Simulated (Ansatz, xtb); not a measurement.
## Two isomers of C4H10N+

Structure X is `C=[N+](C)CC`, a singlet and structure Y is `C=C(C)C[NH3+]`, a singlet. Both are isolated ions in the gas phase, relaxed with B3LYP-D3(BJ)/def2-SVP; the shapes shown needn't be the lowest conformers.

X (Å):

```xyz
15

C     1.2813   -1.3913    1.1175
C     1.8800    0.8724    1.6785
C    -0.5324    0.1600    1.5171
C    -0.9800    1.0838    0.3903
N     0.9100   -0.2051    1.4195
H     2.3466   -1.6321    1.0450
H     0.5303   -2.1658    0.9328
H     2.9018    0.4813    1.6150
H     1.6903    1.2794    2.6819
H     1.7360    1.6683    0.9355
H    -1.1005   -0.7799    1.5137
H    -0.6614    0.6333    2.5026
H    -0.8113    0.6251   -0.5956
H    -0.4823    2.0635    0.4237
H    -2.0597    1.2613    0.5017
```

Y (Å):

```yaml
atoms:
  - { symbol: C, position_ang: [0.7857, -0.2831, -2.2045] }
  - { symbol: C, position_ang: [0.5646, 0.0034, -0.9156] }
  - { symbol: C, position_ang: [-0.7020, -0.3531, -0.1868] }
  - { symbol: C, position_ang: [1.5657, 0.7197, -0.0445] }
  - { symbol: N, position_ang: [2.8349, 1.0733, -0.7781] }
  - { symbol: H, position_ang: [1.7011, -0.0310, -2.7491] }
  - { symbol: H, position_ang: [0.0290, -0.8041, -2.7949] }
  - { symbol: H, position_ang: [-1.2017, 0.5481, 0.2071] }
  - { symbol: H, position_ang: [-1.4049, -0.8711, -0.8517] }
  - { symbol: H, position_ang: [-0.4942, -1.0113, 0.6739] }
  - { symbol: H, position_ang: [1.1546, 1.6632, 0.3480] }
  - { symbol: H, position_ang: [1.8616, 0.1027, 0.8187] }
  - { symbol: H, position_ang: [3.5088, 1.5604, -0.1716] }
  - { symbol: H, position_ang: [2.6361, 1.6824, -1.5859] }
  - { symbol: H, position_ang: [3.2939, 0.2279, -1.1489] }
```

Quicker runs give these differences E(Y) − E(X): GFN2-xTB +18.86 kcal/mol; HF/STO-3G +10.04 kcal/mol (at GFN2-xTB geometries); r2SCAN-D4/def2-SVP −0.53 kcal/mol (at GFN2-xTB geometries).

Q: Estimate E(Y) − E(X) at the level CCSD(T)/def2-SVP + ΔMP2/def2-TZVPP.

A: Too close to call at this level: CCSD(T)/def2-SVP + ΔMP2/def2-TZVPP gives E(Y) − E(X) = +0.21 kcal/mol.

How the difference moves with the method:

```csv
level,geometry,E(Y) − E(X) (kcal/mol),departure from the last row (kcal/mol),"job, with rough time for the two"
GFN2-xTB,GFN2-xTB,+18.86,+18.65,"optimisation, 0.24 s"
HF/STO-3G,GFN2-xTB,+10.04,+9.84,"single point, 0.69 s"
r2SCAN-D4/def2-SVP,GFN2-xTB,−0.53,−0.73,"single point, 4.9 s"
B3LYP-D3(BJ)/def2-SVP,B3LYP-D3(BJ)/def2-SVP,+1.56,+1.35,"optimisation, 1.9 min"
HF/def2-SVP,B3LYP-D3(BJ)/def2-SVP,+3.25,+3.04,part of the CCSD(T) run
MP2/def2-SVP,B3LYP-D3(BJ)/def2-SVP,+0.70,+0.49,part of the CCSD(T) run
CCSD(T)/def2-SVP,B3LYP-D3(BJ)/def2-SVP,+2.11,+1.91,single point
CCSD(T)/def2-SVP + ΔMP2/def2-TZVPP,B3LYP-D3(BJ)/def2-SVP,+0.21,,"single point, 73 s"
```

As drawn, Y has 1 C=C, 1 C–C, 3 N–H in place of 1 C=N, 1 C–N, 3 C–H.

The largest departure from CCSD(T)/def2-SVP + ΔMP2/def2-TZVPP is that of GFN2-xTB, 18.65 kcal/mol. The last row adds to CCSD(T) the change of the MP2 difference between the two basis sets, here −1.91 kcal/mol.

With thermal terms from frequencies at re-optimised GFN2-xTB minima (ideal gas, soft modes damped towards free rotors, one conformer each, 298.15 K, 1 atm): the zero-point term adds +0.07 kcal/mol; ΔH is +0.45 and ΔG 0.00 kcal/mol.

The correlated steps freeze 5 core orbitals. Run with Ansatz 0.2.0, xtb 6.7.1; the last row on 2 threads of Intel(R) Xeon(R) Processor @ 2.70GHz on a shared host.
